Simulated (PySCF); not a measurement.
`N#C/C=C\CCl`. Computed with PBE0-D3(BJ)/def2-SVP geometry optimisation, gas phase (PySCF 2.14.0).

```
atom  x, y, z in Å
N1     2.7185   -1.2744   -0.3242
C2     2.0450   -0.3338   -0.2374
C3     1.2228    0.8285   -0.1347
C4    -0.1176    0.7764   -0.0732
C5    -0.9230   -0.4718   -0.1043
Cl6   -1.9762   -0.5584    1.3420
H7     1.7430    1.7902   -0.1157
H8    -0.6740    1.7152    0.0070
H9    -0.2926   -1.3706   -0.1194
H10   -1.5872   -0.4868   -0.9809
```

(1) What is the longest distance between nuclei?

(2) Where is the centre of mass (commonest isotopes), and what is the radius of gyration?

(3) How far apart are these pairs, which share no bond: C2···H10, C3···H9, C5···H7, H7···H8?

(4) How far are the heavy atoms from their best plane (unweighted least squares)?

(5) Write the matrix of distances between heavy atoms (Å, lower triangle).

## Answers

(1) N1···Cl6, 5.03 Å; the next longest distance is 4.63 Å.

(2) Mass 101.003 u; centre at (-0.051, -0.259, 0.342) Å; Rg = √(Σ m r²/M) = 2.073 Å. As Ia + Ib + Ic = 2 Σ m r², the three principal moments sum to 867.7 u·Å².

(3) C2···H10 3.711 Å (4 bonds apart); C3···H9 2.671 Å (3 bonds apart); C5···H7 3.496 Å (3 bonds apart); H7···H8 2.421 Å (3 bonds apart).

(4) 0.326 Å rms; N1 0.01, C2 0.09, C3 0.22, C4 0.10, C5 0.62, Cl6 0.43 Å (magnitudes).

(5) 
```
N1    0.000
C2    1.160  0.000
C3    2.588  1.427  0.000
C4    3.509  2.436  1.343  0.000
C5    3.735  2.974  2.509  1.486  0.000
Cl6   5.033  4.326  3.787  2.691  1.791  0.000
```

PBE0-D3(BJ)/def2-SVP frequencies: not computed here. The numbers are those of one conformer.
